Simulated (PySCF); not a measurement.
# ClF: changing the method

What do other methods print for ClF?

Computed with PySCF 2.14.0. Level: each script names its method and basis.

1 further run of the same task is left out (it didn't finish).

### Step 1. The starting structure

ClF: 2 atoms, charge 0, spin multiplicity 1.

Bond lengths: Cl1–F2 1.585 Å.

### Step 2. Base script

Input file input.py:

```python
from pyscf import gto, dft

mol = gto.M(
    atom='Cl 0 0 0; F 0 0 1.585',
    basis='sto-3g',
    charge=0,
    spin=0,
    verbose=4,
)
mf = dft.RKS(mol, xc='camb3lyp')
mf.kernel()
mf.analyze()
print('orbital energies (hartree):', mf.mo_energy[..., max(0, mol.nelec[1]-3):mol.nelec[0]+3].round(4))
```

The run is started by

```
$ python input.py
```

### Step 3. SCF alone

Edit 1 changes step after the SCF: analyze → none.

Changes to input.py since step 2:

```diff
@@ -11,3 +11,3 @@
 mf.kernel()
-mf.analyze()
+mf.dip_moment()
 print('orbital energies (hartree):', mf.mo_energy[..., max(0, mol.nelec[1]-3):mol.nelec[0]+3].round(4))
```

### Step 4. Frequency run (RHF)

Edit 2 changes step after the SCF: analyze → frequency; SCF type: RKS → RHF; functional: camb3lyp → none (Hartree–Fock).

Input file input.py:

```python
from pyscf import gto, scf
from pyscf.hessian import thermo

mol = gto.M(
    atom='Cl 0 0 0; F 0 0 1.585',
    basis='sto-3g',
    charge=0,
    spin=0,
    verbose=4,
)
mf = scf.RHF(mol)
mf.kernel()
hess = mf.Hessian().kernel()
print('wavenumber (cm^-1) =', thermo.harmonic_analysis(mol, hess)['freq_wavenumber'].round(1))
mf.dip_moment()
print('orbital energies (hartree):', mf.mo_energy[..., max(0, mol.nelec[1]-3):mol.nelec[0]+3].round(4))
```

### Step 5. Polarisability

Edit 3 changes step after the SCF: analyze → polarizability.

Input file input.py:

```python
from pyscf import gto, dft
from pyscf.prop.polarizability import rhf as pol

mol = gto.M(
    atom='Cl 0 0 0; F 0 0 1.585',
    basis='sto-3g',
    charge=0,
    spin=0,
    verbose=4,
)
mf = dft.RKS(mol, xc='camb3lyp')
mf.kernel()
print('polarizability (a.u.)')
print(pol.Polarizability(mf).polarizability().round(4))
mf.dip_moment()
print('orbital energies (hartree):', mf.mo_energy[..., max(0, mol.nelec[1]-3):mol.nelec[0]+3].round(4))
```

### Step 6. CCSD(T) (RHF)

Edit 4 changes step after the SCF: analyze → ccsd(t); SCF type: RKS → RHF; functional: camb3lyp → none (Hartree–Fock); frozen orbitals: none → 6.

Input file input.py:

```python
from pyscf import gto, scf, cc

mol = gto.M(
    atom='Cl 0 0 0; F 0 0 1.585',
    basis='sto-3g',
    charge=0,
    spin=0,
    verbose=4,
)
mf = scf.RHF(mol)
mf.kernel()
mycc = cc.CCSD(mf, frozen=6)
mycc.kernel()
mycc.ccsd_t()
mf.dip_moment()
print('orbital energies (hartree):', mf.mo_energy[..., max(0, mol.nelec[1]-3):mol.nelec[0]+3].round(4))
```

### Step 7. M062x

Edit 5 changes functional: camb3lyp → m062x.

Changes to input.py since step 2:

```diff
@@ -9,3 +9,3 @@
 )
-mf = dft.RKS(mol, xc='camb3lyp')
+mf = dft.RKS(mol, xc='m062x')
 mf.kernel()
```

### Step 8. MP2 (RHF)

Edit 6 changes step after the SCF: analyze → mp2; SCF type: RKS → RHF; functional: camb3lyp → none (Hartree–Fock); frozen orbitals: none → 6.

Input file input.py:

```python
from pyscf import gto, scf, mp

mol = gto.M(
    atom='Cl 0 0 0; F 0 0 1.585',
    basis='sto-3g',
    charge=0,
    spin=0,
    verbose=4,
)
mf = scf.RHF(mol)
mf.kernel()
mp.MP2(mf, frozen=6).kernel()
mf.dip_moment()
print('orbital energies (hartree):', mf.mo_energy[..., max(0, mol.nelec[1]-3):mol.nelec[0]+3].round(4))
```

Q: Predict the outcome of this session. Wanted: for each run, E(SCF); from base; gap; SCF dipole; after the SCF.

The runs gave:

| run | E(SCF) (hartree) | from base (eV) | cycles | gap (eV) | SCF dipole (D) | after the SCF |
| --- | --- | --- | --- | --- | --- | --- |
| base | -553.432189 | 0 | 6 | 11.12 | 0.44 | n/a |
| SCF alone | -553.432189 | 0.0000 | 6 | 11.12 | 0.44 | n/a |
| frequency run (RHF) | -552.523383 | not comparable | 5 | 18.97 | 0.43 | highest mode 1267 cm⁻¹ |
| polarisability | -553.432189 | 0.0000 | 6 | 11.12 | 0.44 | n/a |
| CCSD(T) (RHF) | -552.523383 | not comparable | 5 | 18.97 | 0.43 | CCSD(T) correlation -1.157 eV, core frozen |
| m062x | -553.505160 | not comparable | 6 | 11.68 | 0.46 | n/a |
| MP2 (RHF) | -552.523383 | not comparable | 5 | 18.97 | 0.43 | MP2 correlation -0.770 eV, core frozen |

On the same reference and core, CCSD(T) gains 1.16 eV in 0.94 s; MP2 reaches 67 % of that in 1 s. A lower total energy from another functional means nothing by itself.
